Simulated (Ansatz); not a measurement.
Results of r²SCAN (plane waves, PAW; Ansatz, a program for electronic structure) for hcp Tc.

Run with plane-wave cutoff 560 eV, 24×24×12 k mesh (along the axes of the cell as run), Fermi–Dirac smearing 0.05 eV, no spin polarisation, scalar-relativistic PAW data made under PBE.

Cell (relaxed at this level):

```cif
data_Tc2
_chemical_formula_sum 'Tc2'
_space_group_name_H-M_alt 'P63/mmc'
_space_group_IT_number 194
_space_group_name_Hall '-P 6c 2c'
_cell_length_a 2.73602
_cell_length_b 2.73602
_cell_length_c 4.38188
_cell_angle_alpha 90.000
_cell_angle_beta 90.000
_cell_angle_gamma 120.000
loop_
_atom_site_label
_atom_site_type_symbol
_atom_site_symmetry_multiplicity
_atom_site_Wyckoff_symbol
_atom_site_fract_x
_atom_site_fract_y
_atom_site_fract_z
_atom_site_occupancy
Tc1 Tc 2 c 0.33333 0.66667 0.25000 1
```

Estimate the bulk modulus and pressure derivative B′ of the bulk modulus that the calculation returns.


* **bulk modulus**: 320 GPa
* **pressure derivative B′ of the bulk modulus**: 4.5

The run finds no gap.

Measured, for comparison: bulk modulus 303 GPa (zero-point energy and finite temperature contributions removed; as tabulated in doi:10.1021/acs.jctc.3c00612). Computed (rounded) less measured: bulk modulus +6 %.

Note: the bulk modulus comes from volumes at which shape and atoms were relaxed.

Cost on a shared machine: around 9 core-minutes (rough).
